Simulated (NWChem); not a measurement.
Program: NWChem. System: Al, charge 0, spin multiplicity 2. Its SCF solution wasn't tested for a lower state. Level: UB2PLYP/def2-TZVPD, 5 core orbitals frozen.

The NWChem input:

```
start mol
memory heap 200 mb stack 900 mb global 1100 mb
geometry units angstroms nocenter noautoz
  Al     0.000000     0.000000     0.000000
  symmetry group D2h
end
basis spherical
  * library def2-tzvpd
end
dft
  xc hfexch 0.53 becke88 0.47 lyp 0.73 mp2 0.27
  dftmp2
  odft
  mult 2
  semidirect memsize 60000000 filesize 0
  iterations 100
end
mp2
  freeze core 5
end
task dft energy
```

NWChem printed:

```
             Northwest Computational Chemistry Package (NWChem) 7.3.0
             --------------------------------------------------------

                                NWChem Input Module
                                -------------------

 Scaling coordinates for geometry "geometry" by  1.889725989
 (inverse scale =  0.529177249)

                             Geometry "geometry" -> ""
                             -------------------------

 Output coordinates in angstroms (scale by  1.889725989 to convert to a.u.)

  No.       Tag          Charge          X              Y              Z
 ---- ---------------- ---------- -------------- -------------- --------------
    1 Al                  13.0000     0.00000000     0.00000000     0.00000000

 Effective nuclear repulsion energy (a.u.)       0.0000000000

            Nuclear Dipole moment (a.u.)
            ----------------------------
        X                 Y               Z
 ---------------- ---------------- ----------------
     0.0000000000     0.0000000000     0.0000000000

      Symmetry information
      --------------------

 Group name             D2h
 Group number             26
 Group order               8
 No. of unique centers     1

      Symmetry unique atoms

     1


 Summary of "ao basis" -> "" (spherical)
 ------------------------------------------------------------------------------
       Tag                 Description            Shells   Functions and Types
 ---------------- ------------------------------  ------  ---------------------
 *                         def2-tzvpd                 on all atoms

  dft_input: which_mp2 not specified, using semidirect MP2 by default.

                                 NWChem DFT Module
                                 -----------------

 Summary of "ao basis" -> "ao basis" (spherical)
 ------------------------------------------------------------------------------
       Tag                 Description            Shells   Functions and Types
 ---------------- ------------------------------  ------  ---------------------
 Al                        def2-tzvpd               15       43   6s5p3d1f

 Summary of "ao basis" -> "ao basis" (spherical)
 ------------------------------------------------------------------------------
       Tag                 Description            Shells   Functions and Types
 ---------------- ------------------------------  ------  ---------------------
 Al                        def2-tzvpd               15       43   6s5p3d1f

      Symmetry analysis of basis
      --------------------------

        ag         12
        au          1
        b1g         3
        b1u         7
        b2g         3
        b2u         7
        b3g         3
        b3u         7

            General Information
            -------------------
          SCF calculation type: DFT
          Wavefunction type:  spin polarized.
          No. of atoms     :     1
          No. of electrons :    13
           Alpha electrons :     7
            Beta electrons :     6
          Charge           :     0
          Spin multiplicity:     2
          Use of symmetry is: on ; symmetry adaption is: on
          Maximum number of iterations: 100
          AO basis - number of functions:    43
                     number of shells:    15
          Convergence on energy requested:  1.00D-06
          Convergence on density requested:  1.00D-05
          Convergence on gradient requested:  5.00D-04

              XC Information
[...]
  ----- ------------  ---------------      ----- ------------  ---------------
     4      0.726980  1 Al s                  5      0.399179  1 Al s
     3     -0.365533  1 Al s                  2      0.097192  1 Al s
     1      0.064345  1 Al s                 31     -0.028270  1 Al d  2

 Vector    7  Occ=0.000000D+00  E=-2.628682D-02  Symmetry=b2u
              MO Center=  1.3D-32,  3.3D-23,  1.3D-32, r^2= 4.4D+00
   Bfn.  Coefficient  Atom+Function         Bfn.  Coefficient  Atom+Function
  ----- ------------  ---------------      ----- ------------  ---------------
    20      0.735524  1 Al py                17      0.353650  1 Al py
     8     -0.094709  1 Al py                11     -0.086624  1 Al py

 Vector    8  Occ=0.000000D+00  E=-2.628682D-02  Symmetry=b1u
              MO Center= -2.3D-32,  2.2D-33, -1.7D-22, r^2= 4.4D+00
   Bfn.  Coefficient  Atom+Function         Bfn.  Coefficient  Atom+Function
  ----- ------------  ---------------      ----- ------------  ---------------
    21      0.735524  1 Al pz                18      0.353650  1 Al pz
     9     -0.094709  1 Al pz                12     -0.086624  1 Al pz

 Vector    9  Occ=0.000000D+00  E= 1.831158D-03  Symmetry=b3u
              MO Center=  3.8D-22, -3.8D-32, -5.1D-33, r^2= 4.6D+00
   Bfn.  Coefficient  Atom+Function         Bfn.  Coefficient  Atom+Function
  ----- ------------  ---------------      ----- ------------  ---------------
    19      0.779090  1 Al px                16      0.298565  1 Al px
     7     -0.089260  1 Al px                10     -0.084679  1 Al px

   alpha - beta orbital overlaps
   -----------------------------

   alpha      1      2      3      4      5      6      7      8      9     10
    beta      1      2      5      3      4      6      9      7      8     10
 overlap   1.000  1.000  1.000  1.000  1.000  0.995  0.989  1.000  1.000  0.998

   alpha     11     12     13     14     15     16     17     18     19     20
    beta     13     14     15     11     12     18     16     17     21     22
 overlap   0.998  0.998  0.993  1.000  1.000  0.989  1.000  1.000  0.998  0.998

   alpha     21     22     23     24     25     26     27     28     29     30
    beta     23     19     20     24     27     28     29     30     31     25
 overlap   0.753  1.000  1.000  0.756  1.000  1.000  1.000  1.000  0.999  1.000

   alpha     31     32     33     34     35     36     37     38     39     40
    beta     26     33     32     34     35     36     37     38     39     40
 overlap   1.000  1.000  1.000  1.000  1.000  0.999  1.000  1.000  1.000  1.000

   alpha     41     42     43
    beta     42     41     43
 overlap   1.000  1.000  1.000

     --------------------------
     Expectation value of S2:
     --------------------------
      <S2> =      0.7592 (Exact =     0.7500)

                   NWChem MP2 Semi-direct Energy/Gradient Module
                   ---------------------------------------------

  Basis functions       =     43
  Molecular orbitals    =     43
  Frozen core           =      5
  Frozen virtuals       =      0
  Active alpha occupied =      2
  Active beta occupied  =      1
  Active alpha virtual  =     36
  Active beta virtual   =     37
  Use MO symmetry       = T
  Use skeleton AO sym   = T

  AO/Fock/Back tols     =   1.0D-09  1.0D-09  1.0D-09

 GA uses MA = F    GA memory limited = T

 Available:
  local mem=  4.43D+07
 global mem=  1.44D+08
 local disk=  0.00D+00
  mp2_memr nvloc                    36
  nvloc new                    36
   1 passes of   2:        3145728                       7370                    234804.
   1 passes of   2: M     44323387           G      144175502           F      41177659.

 Semi-direct pass number   1 of   1  for UHF alpha       at        0.3s
  vrange nnbf                   946
  mp2_eaftype                    10  avail_ma_in_mb                   386
 EAF : mp2_eaftype filesize          10     117402.
  mp2_eaf for mointskh                     10
Node 0 wrote      0.5 Mb in      0.0 s     Agg I/O rate:  4011.0 Mb/s
 Done moints_semi at        0.4s
  mp2_eaftype                    10  avail_ma_in_mb                   386
 EAF : mp2_eaftype filesize          10     117402.
  mp2_eaf for kh                    10
 Done maket at        0.4s
 Done multipass loop at        0.4s

 GA uses MA = F    GA memory limited = T

 Available:
  local mem=  4.43D+07
 global mem=  1.44D+08
 local disk=  0.00D+00
  mp2_memr nvloc                    37
  nvloc new                    37
   1 passes of   1:        3145728                       5621                    122230.
   1 passes of   1: M     44323387           G      144175502           F      41177659.

 Semi-direct pass number   1 of   1  for UHF beta        at        0.4s
  vrange nnbf                   946
  mp2_eaftype                    10  avail_ma_in_mb                   386
 EAF : mp2_eaftype filesize          10      61115.
  mp2_eaf for mointskh                     10
Node 0 wrote      0.3 Mb in      0.0 s     Agg I/O rate:  4907.3 Mb/s
 Done moints_semi at        0.6s
  mp2_eaftype                    10  avail_ma_in_mb                   386
 EAF : mp2_eaftype filesize          10      61115.
  mp2_eaf for kh                    10
 Done maket at        0.6s
 Done multipass loop at        0.6s

          -------------------------------------------
          DFT energy                    -242.235425362093
          Unscaled MP2 energy             -0.047031676313
          Total DFT+MP2 energy          -242.248123914697
          -------------------------------------------

 -----------------------
 Performance information
 -----------------------

 Timer overhead =  1.26D-07 seconds/call

               Nr. of calls         CPU time (s)                 Wall time (s)                GFlops
             ---------------    -------------------     ------------------------------   -------------------
Name         Min   Avg   Max    Min     Avg     Max     Min     Avg     Max   Mx/calls   Min     Max     Sum
mp2: moin     2     2     2   0.29    0.29    0.29     0.29    0.29    0.29    0.14      0.0     0.0     0.0
mp2: make     2     2     2   1.37E-3 1.37E-3 1.37E-3  1.37E-3 1.37E-3 1.37E-3 6.83E-4   0.0     0.0     0.0
mp2: tota     1     1     1   0.32    0.32    0.32     0.32    0.32    0.32    0.32      0.0     0.0     0.0

 The average no. of pstat calls per process was 5.00D+00
 with a timing overhead of 6.30D-07s

 Task  times  cpu:        0.6s     wall:        0.6s

 Total times  cpu:        0.6s     wall:        0.6s
```
